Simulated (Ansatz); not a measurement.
# ClH3Si: the cost of one run

Program: Ansatz 0.2.0. Level of theory: RKS B3LYP/def2-SVP. These are calculated values, not measurements.

### 1 The system as given

Bond lengths: Si1–Cl2 2.130 Å, Si1–H3 1.460 Å, Si1–H4 1.459 Å, Si1–H5 1.459 Å. Angles: Cl2–Si1–H3 109.5°, Cl2–Si1–H4 109.5°, Cl2–Si1–H5 109.5°, H3–Si1–H4 109.5°, H3–Si1–H5 109.5°, H4–Si1–H5 109.5°.

As a file:

```xyz
5

Si    0.0000    0.0000    0.0000
Cl    0.0000    0.0000    2.1300
H     1.3768    0.0000   -0.4862
H    -0.6877    1.1914   -0.4862
H    -0.6877   -1.1914   -0.4862
```

### 2 Relaxing the start

input.yaml reads:

```yaml
crystal:
  periodic: [false, false, false]
  atoms:
    - { symbol: Si, position_ang: [0.0, 0.0, 0.0] }
    - { symbol: Cl, position_ang: [0.0, 0.0, 2.13] }
    - { symbol: H, position_ang: [1.3768, 0.0, -0.4862] }
    - { symbol: H, position_ang: [-0.6877, 1.1914, -0.4862] }
    - { symbol: H, position_ang: [-0.6877, -1.1914, -0.4862] }
basis:
  gaussian: { orbitals: def2-SVP }
hamiltonian:
  xc: b3lyp
relax:
  f_tol: 0.02
  max_steps: 40
```

Command:

```console
ansatz run input.yaml --threads 1 --pin off --max-ram 2048MiB --backend cpu --events-out ev --progress --plain --runs-dir out
```

Q: Estimate wall time and peak memory on 1 thread of Arm Neoverse N1, shared host.

About 8.2 s, with a peak of 0.1 GiB.
